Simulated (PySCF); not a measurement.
PySCF input (MN15/def2-TZVPD):

```python
from pyscf import gto, scf, dft

mol = gto.M(
    atom='''
    Si   -0.00208985    0.00098185    0.08026338
    H     0.00076796    1.40657062   -0.39205880
    H     1.23601882   -0.70198617   -0.33410250
    H    -1.20752894   -0.71833034   -0.39752608
    ''',
    basis='def2-tzvpd',
    charge=0,
    spin=1,
    verbose=4,
)

mf = dft.UKS(mol, xc='mn15').density_fit(auxbasis='def2-universal-jkfit')
mf.grids.level = 4
mf.conv_tol = 1e-9
mf.max_cycle = 100
mf.max_memory = 1500
mf.kernel()
if not mf.converged:
    mf = mf.newton()
    mf.kernel(mf.make_rdm1())
for _ in range(2):
    mo, _, stable, _ = mf.stability(return_status=True)
    if stable:
        break
    mf.kernel(mf.make_rdm1(mo, mf.mo_occ))
mf.analyze()
```

End of the output:

```
Extra cycle  E= -291.11826630193  delta_E= -7.67e-12  |g|= 6.36e-07  |ddm|= 1.03e-05
converged SCF energy = -291.11826630193  <S^2> = 0.75502979  2S+1 = 2.0050235
uhf_internal: lowest eigs of H = [0.37937474 0.3793901  0.38429254]
<class 'pyscf.df.df_jk.DFUKS'> wavefunction is stable in the internal stability analysis
**** SCF Summaries ****
Total Energy =                        -291.118266301930362
Nuclear Repulsion Energy =              15.638009799399720
One-electron Energy =                 -433.684408896784930
Two-electron Energy =                  126.928132795454886
Two-electron Coulomb Energy =          148.794273553540705
DFT Exchange-Correlation Energy =      -21.866140758085816
HOMO-LUMO gap [eV] =                     4.754452671070309
**** MO energy ****
                             alpha | beta                alpha | beta
MO #1   energy= -65.267021019817   | -65.2640361991429  occ= 1 | 1
MO #2   energy= -5.16418061394926  | -5.16151312890885  occ= 1 | 1
MO #3   energy= -3.69002346017174  | -3.68292318507129  occ= 1 | 1
MO #4   energy= -3.68399426723427  | -3.68278715561504  occ= 1 | 1
MO #5   energy= -3.68399417072239  | -3.68278705629742  occ= 1 | 1
MO #6   energy= -0.575946129883626 | -0.552653826159723 occ= 1 | 1
MO #7   energy= -0.395789883270108 | -0.389313724525893 occ= 1 | 1
MO #8   energy= -0.395789618431259 | -0.389313382714468 occ= 1 | 1
MO #9   energy= -0.247045420661816 | -0.0723225062326929 occ= 1 | 0
MO #10  energy= 0.0426938974907945 | 0.0552462906542761 occ= 0 | 0
MO #11  energy= 0.0473499946857355 | 0.0658302636202455 occ= 0 | 0
MO #12  energy= 0.0473500916977867 | 0.065830327145328  occ= 0 | 0
MO #13  energy= 0.0701409583733632 | 0.11618885954203   occ= 0 | 0
MO #14  energy= 0.104816280496288  | 0.129652896700554  occ= 0 | 0
MO #15  energy= 0.104816306746218  | 0.129652972732755  occ= 0 | 0
MO #16  energy= 0.136916994714458  | 0.145253866852912  occ= 0 | 0
MO #17  energy= 0.136917077996738  | 0.145253975590921  occ= 0 | 0
MO #18  energy= 0.159806889311207  | 0.203061947083114  occ= 0 | 0
MO #19  energy= 0.193005823468035  | 0.215728840956646  occ= 0 | 0
MO #20  energy= 0.212925386293539  | 0.223055411301345  occ= 0 | 0
MO #21  energy= 0.212925458185024  | 0.223055415275154  occ= 0 | 0
MO #22  energy= 0.270273919478233  | 0.281634142857345  occ= 0 | 0
MO #23  energy= 0.270273954091506  | 0.281634220353538  occ= 0 | 0
MO #24  energy= 0.290689457671237  | 0.288612300745708  occ= 0 | 0
MO #25  energy= 0.293349449661775  | 0.330690549976601  occ= 0 | 0
MO #26  energy= 0.312834228055817  | 0.334358738974295  occ= 0 | 0
MO #27  energy= 0.312834355169703  | 0.334358897361953  occ= 0 | 0
MO #28  energy= 0.354416788172326  | 0.367612943432349  occ= 0 | 0
MO #29  energy= 0.377795173223849  | 0.39911927774765   occ= 0 | 0
MO #30  energy= 0.377795217032215  | 0.39911940664198   occ= 0 | 0
MO #31  energy= 0.390026744409163  | 0.40228117982204   occ= 0 | 0
MO #32  energy= 0.471540614431194  | 0.476183262777706  occ= 0 | 0
MO #33  energy= 0.471540758131697  | 0.476183431783989  occ= 0 | 0
MO #34  energy= 0.479762818971917  | 0.499557935278779  occ= 0 | 0
MO #35  energy= 0.485463818192944  | 0.499557957469671  occ= 0 | 0
MO #36  energy= 0.485463845927199  | 0.519956193519205  occ= 0 | 0
MO #37  energy= 0.598371290070888  | 0.638586252470525  occ= 0 | 0
MO #38  energy= 0.672002231282424  | 0.684748281984427  occ= 0 | 0
MO #39  energy= 0.672002609351382  | 0.684748622822987  occ= 0 | 0
MO #40  energy= 0.982766940379691  | 0.999655233337037  occ= 0 | 0
MO #41  energy= 0.985127878767723  | 1.05956033005226   occ= 0 | 0
MO #42  energy= 0.985128587941603  | 1.0595613332187    occ= 0 | 0
MO #43  energy= 0.995665003703536  | 1.07836151255732   occ= 0 | 0
MO #44  energy= 1.04206529671415   | 1.07844982157852   occ= 0 | 0
MO #45  energy= 1.04206548516306   | 1.0784500334351    occ= 0 | 0
MO #46  energy= 1.06322995415027   | 1.12797045814964   occ= 0 | 0
MO #47  energy= 1.08635671169223   | 1.1318336265832    occ= 0 | 0
MO #48  energy= 1.08635705564243   | 1.13183467860742   occ= 0 | 0
MO #49  energy= 1.15232450751577   | 1.23340656201366   occ= 0 | 0
MO #50  energy= 1.15232496673441   | 1.23340722132792   occ= 0 | 0
MO #51  energy= 1.20540897487687   | 1.30092977241688   occ= 0 | 0
MO #52  energy= 1.31175325291645   | 1.45826940292852   occ= 0 | 0
MO #53  energy= 1.4713124114833    | 1.49243428396495   occ= 0 | 0
MO #54  energy= 1.47131313843875   | 1.49243479769551   occ= 0 | 0
MO #55  energy= 1.80052574452636   | 1.81092682101357   occ= 0 | 0
MO #56  energy= 1.83417569878901   | 1.82403780066243   occ= 0 | 0
MO #57  energy= 1.83417659961007   | 1.82403937760355   occ= 0 | 0
MO #58  energy= 1.95139117675855   | 1.97811097616722   occ= 0 | 0
MO #59  energy= 1.95139226712901   | 1.97811260433277   occ= 0 | 0
MO #60  energy= 2.05786190600315   | 2.05846459031334   occ= 0 | 0
MO #61  energy= 2.35765248612938   | 2.33938491524367   occ= 0 | 0
MO #62  energy= 2.38623395170829   | 2.36750584576888   occ= 0 | 0
MO #63  energy= 2.38623700607027   | 2.36750929487376   occ= 0 | 0
MO #64  energy= 2.5981449979798    | 2.59230706567897   occ= 0 | 0
MO #65  energy= 2.82483663949783   | 2.81388084841037   occ= 0 | 0
MO #66  energy= 2.82484238673104   | 2.81388720299441   occ= 0 | 0
MO #67  energy= 5.8523054307933    | 5.95539864558367   occ= 0 | 0
MO #68  energy= 6.03150802443673   | 6.04623951770705   occ= 0 | 0
MO #69  energy= 6.03150898195322   | 6.04624227234032   occ= 0 | 0
MO #70  energy= 10.2706672472372   | 10.2826234622206   occ= 0 | 0

To work with the spin densities directly, `use mulliken_meta_spin()` only printing them here.

 ** Mulliken spin pop alpha/beta on meta-lowdin orthogonal AOs **
 ** Mulliken Spin Density (per AO)  **
spin_pop of  0 Si 1s        0.00000
spin_pop of  0 Si 2s       -0.00001
spin_pop of  0 Si 3s        0.14165
spin_pop of  0 Si 4s        0.00064
spin_pop of  0 Si 5s        0.00000
spin_pop of  0 Si 6s        0.00004
spin_pop of  0 Si 2px       0.00000
spin_pop of  0 Si 2py       0.00000
spin_pop of  0 Si 2pz      -0.00002
spin_pop of  0 Si 3px       0.03326
spin_pop of  0 Si 3py       0.03283
spin_pop of  0 Si 3pz       0.84227
spin_pop of  0 Si 4px       0.00047
spin_pop of  0 Si 4py       0.00047
spin_pop of  0 Si 4pz       0.00006
spin_pop of  0 Si 5px      -0.00008
spin_pop of  0 Si 5py      -0.00008
spin_pop of  0 Si 5pz       0.00054
spin_pop of  0 Si 6px      -0.00002
spin_pop of  0 Si 6py      -0.00002
spin_pop of  0 Si 6pz       0.00006
spin_pop of  0 Si 3dxy      0.00082
spin_pop of  0 Si 3dyz     -0.00123
spin_pop of  0 Si 3dz^2    -0.00019
spin_pop of  0 Si 3dxz     -0.00121
spin_pop of  0 Si 3dx2-y2    0.00084
spin_pop of  0 Si 4dxy      0.00004
spin_pop of  0 Si 4dyz     -0.00011
spin_pop of  0 Si 4dz^2    -0.00003
[...]
```
